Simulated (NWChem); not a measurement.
Everything below was run with NWChem. System: chlorine (Cl$_{2}$), charge 0, spin multiplicity 1, at a geometry optimised with PBE0/def2-SVP. Level: B3LYP/def2-TZVP, VWN1-RPA local correlation.

The NWChem input:

```
start mol
memory heap 200 mb stack 800 mb global 1000 mb
geometry units angstroms nocenter noautoz
  Cl     0.000000     0.000000     1.012768
  Cl     0.000000     0.000000    -1.012768
  symmetry group D2h
end
basis spherical
  * library def2-tzvp
end
dft
  xc b3lyp
  semidirect memsize 60000000 filesize 0
  iterations 100
end
task dft energy
```

Output (cleaned and shortened):

```
             Northwest Computational Chemistry Package (NWChem) 7.3.0
             --------------------------------------------------------

                                NWChem Input Module
                                -------------------

 Scaling coordinates for geometry "geometry" by  1.889725989
 (inverse scale =  0.529177249)

 Turning off AUTOSYM since
 SYMMETRY directive was detected!

                             Geometry "geometry" -> ""
                             -------------------------

 Output coordinates in angstroms (scale by  1.889725989 to convert to a.u.)

  No.       Tag          Charge          X              Y              Z
 ---- ---------------- ---------- -------------- -------------- --------------
    1 Cl                  17.0000     0.00000000     0.00000000     1.01276800
    2 Cl                  17.0000     0.00000000     0.00000000    -1.01276800

 Effective nuclear repulsion energy (a.u.)      75.5021016466

            Nuclear Dipole moment (a.u.)
            ----------------------------
        X                 Y               Z
 ---------------- ---------------- ----------------
     0.0000000000     0.0000000000     0.0000000000

      Symmetry information
      --------------------

 Group name             D2h
 Group number             26
 Group order               8
 No. of unique centers     1

      Symmetry unique atoms

     1


 Summary of "ao basis" -> "" (spherical)
 ------------------------------------------------------------------------------
       Tag                 Description            Shells   Functions and Types
 ---------------- ------------------------------  ------  ---------------------
 *                         def2-tzvp                  on all atoms

                                 NWChem DFT Module
                                 -----------------

 Summary of "ao basis" -> "ao basis" (spherical)
 ------------------------------------------------------------------------------
       Tag                 Description            Shells   Functions and Types
 ---------------- ------------------------------  ------  ---------------------
 Cl                        def2-tzvp                13       37   5s5p2d1f

 Summary of "ao basis" -> "ao basis" (spherical)
 ------------------------------------------------------------------------------
       Tag                 Description            Shells   Functions and Types
 ---------------- ------------------------------  ------  ---------------------
 Cl                        def2-tzvp                13       37   5s5p2d1f

      Symmetry analysis of basis
      --------------------------

        ag         16
        au          3
        b1g         3
        b1u        16
        b2g         9
        b2u         9
        b3g         9
        b3u         9

            General Information
            -------------------
          SCF calculation type: DFT
          Wavefunction type:  closed shell.
          No. of atoms     :     2
          No. of electrons :    34
           Alpha electrons :    17
            Beta electrons :    17
          Charge           :     0
          Spin multiplicity:     1
          Use of symmetry is: on ; symmetry adaption is: on
          Maximum number of iterations: 100
          AO basis - number of functions:    74
                     number of shells:    26
          Convergence on energy requested:  1.00D-06
          Convergence on density requested:  1.00D-05
          Convergence on gradient requested:  5.00D-04

              XC Information
              --------------
                         B3LYP Method XC Potential
                     Hartree-Fock (Exact) Exchange  0.200
                        Slater Exchange Functional  0.800 local
                    Becke 1988 Exchange Functional  0.720 non-local
              Lee-Yang-Parr Correlation Functional  0.810
                  VWN I RPA Correlation Functional  0.190 local

             Grid Information
             ----------------
          Grid used for XC integration:  medium
          Radial quadrature: Mura-Knowles
          Angular quadrature: Lebedev.
          Tag              B.-S. Rad. Rad. Pts. Rad. Cut. Ang. Pts.
          ---              ---------- --------- --------- ---------
          Cl                  1.00       88           8.0       590
          Grid pruning is: on
          Number of quadrature shells:    88
          Spatial weights used:  Erf1

          Convergence Information
          -----------------------
          Convergence aids based upon iterative change in
          total energy or number of iterations.
          Levelshifting, if invoked, occurs when the
          HOMO/LUMO gap drops below (HL_TOL):  1.00D-02
          DIIS, if invoked, will attempt to extrapolate
          using up to (NFOCK): 10 stored Fock matrices.

                    Damping( 0%)  Levelshifting(0.5)       DIIS
                  --------------- ------------------- ---------------
          dE  on:    start            ASAP                start
          dE off:    2 iters        100 iters           100 iters

      Screening Tolerance Information
      -------------------------------
          Density screening/tol_rho:  1.00D-10
          AO Gaussian exp screening on grid/accAOfunc:  14
          CD Gaussian exp screening on grid/accCDfunc:  20
          XC Gaussian exp screening on grid/accXCfunc:  20
          Schwarz screening/accCoul:  1.00D-08

      Superposition of Atomic Density Guess
      -------------------------------------

 Sum of atomic energies:        -918.95537721

      Non-variational initial energy
      ------------------------------

 Total energy =    -919.042123
 1-e energy   =   -1420.630974
 2-e energy   =     426.086750
 HOMO         =      -0.353279
 LUMO         =      -0.124388

      Symmetry analysis of molecular orbitals - initial
      -------------------------------------------------

 !! scf_movecs_sym_adapt:   46 vectors were symmetry contaminated

  Symmetry fudging

 !! scf_movecs_sym_adapt:   40 vectors were symmetry contaminated

  Numbering of irreducible representations:

     1 ag          2 au          3 b1g         4 b1u         5 b2g
     6 b2u         7 b3g         8 b3u

  Orbital symmetries:

     1 b1u         2 ag          3 ag          4 b1u         5 ag
     6 b1u         7 b2u         8 b3u         9 b2g        10 b3g
    11 ag         12 b1u        13 ag         14 b2u        15 b3u
    16 b2g        17 b3g        18 b1u        19 ag         20 b1u
    21 b2u        22 b3u        23 b2u        24 b3u        25 b2g
    26 b3g        27 ag

------------------------------------------------------------
EAF file 0: "./mol.aoints.0" size=524288 bytes
------------------------------------------------------------
               write      read    awrite     aread      wait
               -----      ----    ------     -----      ----
     calls:        1         0         0         0         0
   data(b): 5.24e+05  0.00e+00  0.00e+00  0.00e+00
   time(s): 0.00e+00  0.00e+00  0.00e+00  0.00e+00  0.00e+00
rate(mb/s): 0.00e+00  0.00e+00
------------------------------------------------------------

 !! scf_movecs_sym_adapt:   36 vectors were symmetry contaminated

  Symmetry fudging

 !! scf_movecs_sym_adapt:   36 vectors were symmetry contaminated

   convergence    iter        energy       DeltaE   RMS-Dens  Diis-err    time
 ---------------- ----- ----------------- --------- --------- ---------  ------
 d= 0,ls=0.0,diis     1   -920.3897477800 -9.96D+02  5.98D-03  1.03D+00     0.9

 !! scf_movecs_sym_adapt:   36 vectors were symmetry contaminated

  Symmetry fudging

 !! scf_movecs_sym_adapt:   36 vectors were symmetry contaminated

 d= 0,ls=0.0,diis     2   -920.4035293221 -1.38D-02  4.80D-03  1.58D-01     1.0

 !! scf_movecs_sym_adapt:   36 vectors were symmetry contaminated

  Symmetry fudging

 !! scf_movecs_sym_adapt:   36 vectors were symmetry contaminated

 d= 0,ls=0.0,diis     3   -920.4127649318 -9.24D-03  1.82D-03  7.97D-02     1.1

 !! scf_movecs_sym_adapt:   36 vectors were symmetry contaminated

  Symmetry fudging

 !! scf_movecs_sym_adapt:   36 vectors were symmetry contaminated

 d= 0,ls=0.0,diis     4   -920.4219253035 -9.16D-03  1.61D-04  1.99D-04     1.1

 !! scf_movecs_sym_adapt:   36 vectors were symmetry contaminated

  Symmetry fudging

 !! scf_movecs_sym_adapt:   36 vectors were symmetry contaminated

 d= 0,ls=0.0,diis     5   -920.4219458258 -2.05D-05  2.04D-05  1.28D-05     1.2

 !! scf_movecs_sym_adapt:   36 vectors were symmetry contaminated

  Symmetry fudging

 !! scf_movecs_sym_adapt:   36 vectors were symmetry contaminated

 d= 0,ls=0.0,diis     6   -920.4219465390 -7.13D-07  2.11D-06  2.52D-08     1.3

         Total DFT energy =     -920.421946538950
      One electron energy =    -1420.771094788662
           Coulomb energy =      481.349327743047
    Exchange-Corr. energy =      -56.502281139968
 Nuclear repulsion energy =       75.502101646632

 Numeric. integr. density =       33.999999965019

     Total iterative time =      0.9s

                  Occupations of the irreducible representations
                  ----------------------------------------------

                     irrep           alpha         beta
                     --------     --------     --------
                     ag                5.0          5.0
                     au                0.0          0.0
                     b1g               0.0          0.0
                     b1u               4.0          4.0
                     b2g               2.0          2.0
                     b2u               2.0          2.0
                     b3g               2.0          2.0
                     b3u               2.0          2.0

                       DFT Final Molecular Orbital Analysis
                       ------------------------------------

 Vector   15  Occ=2.000000D+00  E=-4.080313D-01  Symmetry=b3u
              MO Center=  8.1D-16, -6.7D-32,  5.4D-17, r^2= 1.9D+00
   Bfn.  Coefficient  Atom+Function         Bfn.  Coefficient  Atom+Function
  ----- ------------  ---------------      ----- ------------  ---------------
    15      0.374405  1 Cl px                52      0.374405  2 Cl px
    18      0.213179  1 Cl px                55      0.213179  2 Cl px
    12      0.178760  1 Cl px                49      0.178760  2 Cl px
     6     -0.146034  1 Cl px                43     -0.146034  2 Cl px
     9     -0.066773  1 Cl px                46     -0.066773  2 Cl px

 Vector   16  Occ=2.000000D+00  E=-3.112627D-01  Symmetry=b2g
              MO Center=  2.5D-23, -5.9D-31, -1.5D-16, r^2= 2.3D+00
   Bfn.  Coefficient  Atom+Function         Bfn.  Coefficient  Atom+Function
  ----- ------------  ---------------      ----- ------------  ---------------
    15      0.406089  1 Cl px                52     -0.406089  2 Cl px
    18      0.289625  1 Cl px                55     -0.289625  2 Cl px
    12      0.203400  1 Cl px                49     -0.203400  2 Cl px
     6     -0.158813  1 Cl px                43      0.158813  2 Cl px
     9     -0.073312  1 Cl px                46      0.073312  2 Cl px

 Vector   17  Occ=2.000000D+00  E=-3.112627D-01  Symmetry=b3g
              MO Center= -1.7D-31,  2.5D-23, -7.7D-17, r^2= 2.3D+00
   Bfn.  Coefficient  Atom+Function         Bfn.  Coefficient  Atom+Function
  ----- ------------  ---------------      ----- ------------  ---------------
    16      0.406089  1 Cl py                53     -0.406089  2 Cl py
    19      0.289625  1 Cl py                56     -0.289625  2 Cl py
    13      0.203400  1 Cl py                50     -0.203400  2 Cl py
     7     -0.158813  1 Cl py                44      0.158813  2 Cl py
    10     -0.073312  1 Cl py                47      0.073312  2 Cl py

 Vector   18  Occ=0.000000D+00  E=-1.332030D-01  Symmetry=b1u
              MO Center= -2.0D-16, -2.0D-16, -1.2D-15, r^2= 2.7D+00
   Bfn.  Coefficient  Atom+Function         Bfn.  Coefficient  Atom+Function
  ----- ------------  ---------------      ----- ------------  ---------------
    20      0.495266  1 Cl pz                57      0.495266  2 Cl pz
    17      0.416858  1 Cl pz                54      0.416858  2 Cl pz
     5     -0.320278  1 Cl s                 42      0.320278  2 Cl s
    14      0.204757  1 Cl pz                51      0.204757  2 Cl pz
     4     -0.167413  1 Cl s                 41      0.167413  2 Cl s

 Vector   19  Occ=0.000000D+00  E= 2.265762D-01  Symmetry=ag
              MO Center= -2.3D-15, -1.1D-15,  7.2D-14, r^2= 3.5D+00
   Bfn.  Coefficient  Atom+Function         Bfn.  Coefficient  Atom+Function
  ----- ------------  ---------------      ----- ------------  ---------------
    20      0.664680  1 Cl pz                57     -0.664680  2 Cl pz
    17     -0.444559  1 Cl pz                54      0.444559  2 Cl pz
    28      0.313155  1 Cl d  0              65      0.313155  2 Cl d  0
    23      0.165959  1 Cl d  0              60      0.165959  2 Cl d  0
     4      0.111076  1 Cl s                 41      0.111076  2 Cl s

 Vector   20  Occ=0.000000D+00  E= 2.684374D-01  Symmetry=b1u
              MO Center= -4.6D-30, -1.0D-28, -9.5D-14, r^2= 6.7D+00
   Bfn.  Coefficient  Atom+Function         Bfn.  Coefficient  Atom+Function
  ----- ------------  ---------------      ----- ------------  ---------------
    20      1.564074  1 Cl pz                57      1.564074  2 Cl pz
     5     -0.838993  1 Cl s                 42      0.838993  2 Cl s
    17     -0.609507  1 Cl pz                54     -0.609507  2 Cl pz
    28     -0.252707  1 Cl d  0              65      0.252707  2 Cl d  0
     8      0.108539  1 Cl pz                45      0.108539  2 Cl pz

 center of mass
 --------------
 x =   0.00000000 y =   0.00000000 z =   0.00000000

 moments of inertia (a.u.)
 ------------------
         256.170407256312           0.000000000000           0.000000000000
           0.000000000000         256.170407256312           0.000000000000
           0.000000000000           0.000000000000           0.000000000000

     Multipole analysis of the density
     ---------------------------------

     L   x y z        total         alpha         beta         nuclear
     -   - - -        -----         -----         ----         -------
     0   0 0 0     -0.000000    -17.000000    -17.000000     34.000000

     1   1 0 0     -0.000000     -0.000000     -0.000000      0.000000
     1   0 1 0     -0.000000     -0.000000     -0.000000      0.000000
     1   0 0 1      0.000000      0.000000      0.000000      0.000000

     2   2 0 0    -18.849785     -9.424892     -9.424892      0.000000
     2   1 1 0     -0.000000     -0.000000     -0.000000      0.000000
     2   1 0 1      0.000000      0.000000      0.000000      0.000000
     2   0 2 0    -18.849785     -9.424892     -9.424892      0.000000
     2   0 1 1      0.000000      0.000000      0.000000      0.000000
     2   0 0 2    -16.266744    -70.401604    -70.401604    124.536464

 Task  times  cpu:        1.3s     wall:        1.3s

 Total times  cpu:        1.3s     wall:        1.3s
```
